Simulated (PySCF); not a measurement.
Start geometry of dimethylphosphine (`CPC`) from GFN2-xTB (Å):
```
atom  x, y, z in Å
C1     1.380    0.160   -0.067
P2     0.210   -0.429    1.250
C3    -1.398    0.161    0.504
H4     2.381   -0.240    0.083
H5     1.435    1.262   -0.006
H6     0.996   -0.078   -1.066
H7     0.129   -1.733    0.751
H8    -2.193   -0.272    1.054
H9    -1.453   -0.097   -0.521
H10   -1.436    1.244    0.626
```

Q: What comes out of this run: PBE0-D3(BJ)/def2-SVP geometry optimisation, gas phase in PySCF 2.14.0?

A: 
```
atom  x, y, z in Å
C1     1.442    0.246   -0.105
P2     0.272   -0.398    1.181
C3    -1.339    0.168    0.458
H4     2.445   -0.172    0.069
H5     1.518    1.340   -0.001
H6     1.132    0.011   -1.135
H7     0.213   -1.745    0.702
H8    -2.170   -0.287    1.017
H9    -1.449   -0.079   -0.609
H10   -1.419    1.259    0.577
```

The energy falls by 10.0 kJ/mol over 4 energy and gradient evaluations, the largest force component goes from 0.0325 to 2.0e-04 Eh/bohr, and the atoms move by 0.043 Å rms after alignment. Among the bonds, C3–H8 and C3–H9 change most and about equally (+0.041 to +0.042 Å). Bonds longer at the end by more than 0.005 Å: 6 of 9; shorter: 1. Among the angles that change most is H4–C1–H6, from 111.7° to 108.9°. Rotational constants go from 15849, 7041, 5392 to 15954, 6955, 5368 MHz. The orientation of the end geometry is arbitrary; only internal coordinates are fixed.

The run used 81 basis functions and 25 SCF cycles in all.

Whether it is a minimum is left open (no frequencies).
